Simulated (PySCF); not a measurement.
Compound: CH3CH2CH2CHFCH3, C5H11F.
Structure used (PBE0-D3(BJ)/def2-SVP), in Å, numbered top down from 1:
```xyz
17
C5H11F angstrom
C      2.5327    0.0070   -0.1708
C      1.2806   -0.1202    0.6811
C     -0.0036    0.1021   -0.1042
C     -1.2579   -0.0695    0.7283
C     -2.5409    0.1376   -0.0412
F     -1.2663   -1.3542    1.2509
H      3.4447   -0.1555    0.4230
H      2.5341   -0.7303   -0.9897
H      2.6080    1.0063   -0.6296
H      1.2373   -1.1188    1.1448
H      1.3230    0.6002    1.5175
H     -0.0114    1.1145   -0.5443
H     -0.0531   -0.6063   -0.9507
H     -1.2215    0.6207    1.5928
H     -2.6000    1.1634   -0.4335
H     -3.4103   -0.0373    0.6085
H     -2.5956   -0.5632   -0.8882
```

Method: PySCF, PBE0-D3(BJ)/def2-SVP geometry optimisation, gas phase.

Masses are those of the commonest isotopes; rigid-rotor values at the optimised geometry. The values belong to one conformer with, in the numbering `[CH3:1][CH2:2][CH2:3][C@@H:4]([CH3:5])[F:6]`, C1–C2–C3–C4 178°, C2–C3–C4–C5 180°.

**Question.** Give the principal moments of inertia and the rotational constants in MHz.

**Answer.** Ia = 68.22, Ib = 290.69, Ic = 333.18 u·Å²; 505379 MHz·u·Å²/I gives A = 7408, B = 1739, C = 1517 MHz.

**Question.** What kind of rotor is it?

**Answer.** A near-prolate asymmetric top; Ray's κ = -0.925.

**Question.** What does the inertial defect say?

**Answer.** Not planar: Δ = Ic − Ia − Ib = -25.74 u·Å². For a rigid frame Δ = −2 Σ m c², so Σ m c² = 12.87 u·Å² lies off the ab plane: 8.98 from hydrogen and 3.89 from heavier atoms. The atom farthest from that plane is 1.44 Å away.

**Question.** Which lines would a microwave search look for?

**Answer.** The dipole components are |μa| = 0.25 D, |μb| = 1.55 D, |μc| = 0.54 D. The squared components, which scale the intensities, stand as 0.03 : 1.00 : 0.12 (a : b : c). Some lines, for components of 0.1 D or more:

```json
{"type": "a", "branch": "Q", "J(Ka,Kc)": "2(1,1) ← 2(1,2)", "MHz": "665", "lower level (cm⁻¹)": "0.507"}
{"type": "b", "branch": "R", "J(Ka,Kc)": "3(0,3) ← 2(1,2)", "MHz": "4287", "lower level (cm⁻¹)": "0.507"}
{"type": "c", "branch": "Q", "J(Ka,Kc)": "1(1,1) ← 1(0,1)", "MHz": "5669", "lower level (cm⁻¹)": "0.109"}
{"type": "b", "branch": "Q", "J(Ka,Kc)": "1(1,0) ← 1(0,1)", "MHz": "5891", "lower level (cm⁻¹)": "0.109"}
{"type": "a", "branch": "R", "J(Ka,Kc)": "2(1,2) ← 1(1,1)", "MHz": "6289", "lower level (cm⁻¹)": "0.298"}
{"type": "c", "branch": "R", "J(Ka,Kc)": "1(1,0) ← 0(0,0)", "MHz": "9146", "lower level (cm⁻¹)": "0.000"}
{"type": "a", "branch": "R", "J(Ka,Kc)": "3(2,1) ← 2(2,0)", "MHz": "9792", "lower level (cm⁻¹)": "1.097"}
{"type": "a", "branch": "R", "J(Ka,Kc)": "3(1,2) ← 2(1,1)", "MHz": "10095", "lower level (cm⁻¹)": "0.530"}
{"type": "b", "branch": "R", "J(Ka,Kc)": "2(1,2) ← 1(0,1)", "MHz": "11958", "lower level (cm⁻¹)": "0.109"}
{"type": "c", "branch": "Q", "J(Ka,Kc)": "2(2,1) ← 2(1,1)", "MHz": "17007", "lower level (cm⁻¹)": "0.530"}
{"type": "b", "branch": "Q", "J(Ka,Kc)": "2(2,0) ← 2(1,1)", "MHz": "17014", "lower level (cm⁻¹)": "0.530"}
{"type": "b", "branch": "R", "J(Ka,Kc)": "2(2,1) ← 1(1,0)", "MHz": "23740", "lower level (cm⁻¹)": "0.305"}
{"type": "b", "branch": "R", "J(Ka,Kc)": "3(2,1) ← 2(1,2)", "MHz": "27470", "lower level (cm⁻¹)": "0.507"}
{"type": "c", "branch": "R", "J(Ka,Kc)": "3(3,0) ← 2(2,0)", "MHz": "38663", "lower level (cm⁻¹)": "1.097"}
{"type": "c", "branch": "R", "J(Ka,Kc)": "3(3,1) ← 2(2,1)", "MHz": "38670", "lower level (cm⁻¹)": "1.097"}
```

**Question.** Estimate the classical rotational partition function at 10 K, 200 K and 298.15 K.

**Answer.** Point group C1, symmetry number σ = 1; q = (√π/σ)·√((kT/h)³/(ABC)), k/h = 20836.6 MHz/K: 1210 at 10 K, 108000 at 200 K, 196000 at 298.15 K.

Not checked by PBE0-D3(BJ)/def2-SVP frequencies. These are rigid-rotor constants of the computed structure; measured ground-state constants (B0) also hold zero-point vibration. A rigid rotor knows nothing of internal rotation, which can split or shift real lines.
